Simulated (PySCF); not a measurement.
SiC: energy against distance

Set-up: Si def2-TZVPPD, C def2-TZVPPD; no relativity (PySCF 2.14). Energies in eV from Si + C in their ground configurations at the same level. All curves are PBE0. state 1: ³Π (triplet), unpaired electrons σ ↑, π ↑; state 2: Ms = 0 determinant of mixed spin (⟨S²⟩ near 1.0), unpaired electrons σ ↑, π ↓, a second solution, started from another occupation; state 3: ³Σ⁻ (triplet), unpaired electrons π ↑↑, a second solution, started from another occupation; state 4: Ms = 0 determinant of mixed spin (⟨S²⟩ near 1.0), unpaired electrons π ↑↓, a mixture of terms (⟨Lz²⟩ = 2.0), a second solution, started from another occupation.

| R (Å) | state 1 | state 2 | state 3 | state 4 |
| --- | --- | --- | --- | --- |
| 1.474 | -3.125 | -2.806 | -1.813 | -1.495 |
| 1.543 | -3.848 | -3.536 | -2.834 | -2.529 |
| 1.611 | -4.247 | -3.941 | -3.491 | -3.198 |
| 1.663 | -4.387 | -4.084 | -3.802 | -3.517 |
| 1.714 | -4.424 | -4.122 | -3.991 | -3.714 |
| 1.765 | -4.381 | -4.079 | -4.084 | -3.814 |
| 1.834 | -4.235 | -3.926 | -4.090 | -3.830 |
| 1.920 | -3.963 | -3.634 | -3.963 | -3.713 |
| 2.022 | -3.579 | -3.214 | -3.677 | -3.439 |
| 2.160 | -3.048 | -2.648 | -3.172 | -2.946 |

**Question.** Put a parabola through the three lowest points of the state 1 curve and estimate Re, k and ωe (reduced mass 8.398 u; 1 eV/Å² = 0.16022 mdyn/Å; ωe = 1302.8·√(k/μ) cm⁻¹).

**Answer.** Through R = 1.663, 1.714, 1.765 Å the second-order coefficient is 15.4 eV/Å², so Re ≈ 1.712 Å, k ≈ 4.93 mdyn/Å and ωe ≈ 998 cm⁻¹. A polynomial fit of higher order to the unrounded PBE0 energies gives Re = 1.710 Å, k = 4.90 mdyn/Å, ωe = 996 cm⁻¹; anharmonicity and rounding make the difference.

The higher-order fit for each curve: state 1: Re = 1.710 Å, ωe = 996 cm⁻¹, De = 4.42 eV; state 2: Re = 1.710 Å, ωe = 1008 cm⁻¹, minimum 4.12 eV below the ground-state fragments; state 3: Re = 1.803 Å, ωe = 887 cm⁻¹, minimum 4.10 eV below the ground-state fragments; state 4: Re = 1.809 Å, ωe = 879 cm⁻¹, minimum 3.84 eV below the ground-state fragments.

⟨S²⟩ of the unrestricted solution departs from its pure value on part of the curve, where spin states mix. The state is the lowest determinant that a PBE0 search found; another state may lie lower at other levels.
